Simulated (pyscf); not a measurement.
O=GeH–OH -> O=Ge=O + hydrogen (H₂), an elimination (singlet surface; Ge–H, H–O broken, H–H formed). Structures and frequencies: ωB97X-D3(BJ)/def2-SVP in PySCF. Energies in eV from the reactant's lowest minimum found.

Small-basis levels: PySCF, no dispersion term, spherical d functions. 

Q: Quick HF/3-21G single points give ΔE‡ = 4.44 eV and ΔE = +3.12 eV. What does ωB97M-D3(BJ)/def2-TZVP give, and how far is the quick result from it?

A: ωB97M-D3(BJ)/def2-TZVP gives ΔE‡ = 3.11 eV and ΔE = +2.03 eV. HF/3-21G lies 1.34 eV over it in the barrier and 1.09 eV over it in the reaction energy, so on this step it does not hold to within 0.13 eV. ωB97M-D3(BJ)/def2-TZVP has limits of its own. On the reactant side the descent ends in a point that may be a rotor saddle (no frequency run), 0.15 eV over the lowest minimum found and 3.00 eV under the saddle at ωB97X-D3(BJ)/def2-TZVP. At the saddle there is also a short Ge–H contact that neither side keeps. The same reactants have a lower exit, to HO–Ge:–OH [singlet] (barrier +2.11 eV at ωB97M-D3(BJ)/def2-TZVP, against +3.11 eV here). O=GeH–OH lies 1.85 eV over its isomer HO–Ge:–OH [singlet] (electronic energy, ωB97M-D3(BJ)/def2-TZVP). One saddle was located; it need not be the lowest between these sides. In the def2 sets elements up to Kr have no core potential.
